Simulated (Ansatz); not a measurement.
The first iterations of a band of AlH4N + H2 (8 atoms, charge 0, multiplicity 1).

The calculation used RKS PBE0/def2-SVP in Ansatz.

```
movable images  : 5
climbing image  : yes
spring          : 5.0 eV/Å²
optimiser       : quadratic models (default)
start path      : through a guess of the saddle point
force threshold : 0.03 eV/Å
iteration limit : 60
end points      : relaxed
```

Initial state:

```xyz
8
Properties=species:S:1:pos:R:3
Al 0.003 -0.097 0.378
N 0.053 -0.470 2.114
H -0.755 -0.695 2.685
H 0.894 -0.500 2.679
H 1.379 0.170 -0.368
H -1.403 -0.156 -0.358
H -0.304 2.514 0.295
H -0.283 2.357 1.041
```

Final state:

```xyz
8
Properties=species:S:1:pos:R:3
Al -0.163 0.504 -0.012
N 0.050 0.286 2.041
H -0.855 0.287 2.515
H 0.516 -0.591 2.279
H 1.382 0.406 -0.443
H -1.099 -0.768 -0.311
H -0.851 1.956 -0.046
H 0.604 1.044 2.444
```

| iteration | highest image above the first end (eV) | largest band force component (eV/Å) |
| --- | --- | --- |
| 1 | 1.892 | 9.219 |
| 2 | 0.919 | 2.878 |
| 3 | 0.443 | 2.501 |
| 4 | 0.440 | 1.244 |
| 5 | 0.447 | 0.652 |
| 6 | 0.588 | 1.861 |
| 7 | 0.607 | 0.692 |
| 8 | 0.697 | 0.655 |
| 9 | 0.690 | 0.310 |
| 10 | 0.677 | 0.136 |
| 11 | 0.678 | 0.135 |
| 12 | 0.677 | 0.412 |
| 13 | 0.677 | 0.292 |
| 14 | 0.677 | 0.249 |

Q: Does the band converge within its limit, and where does its top end?

A: The run converged. It ended after 44 iterations with the highest image 0.677 eV above the first end. The profile has 2 maxima (images 2, 4) with wells between them (image 3): this band takes more than one step, which may be the mechanism or a detour left from its start path. Neighbouring images differ by up to 1.3 eV, so the band resolves the path poorly. A vibrational analysis at the climbing image gives one clearly imaginary mode, 1185i cm⁻¹: a first-order saddle point. The orbitals stay closed-shell, which can raise the energy where a bond breaks towards radicals; this wasn't checked here.

Run time: 2.5 min on 1 thread of Intel(R) Xeon(R) 6975P-C (Granite Rapids) (shared host), peak memory 0.13 GiB.
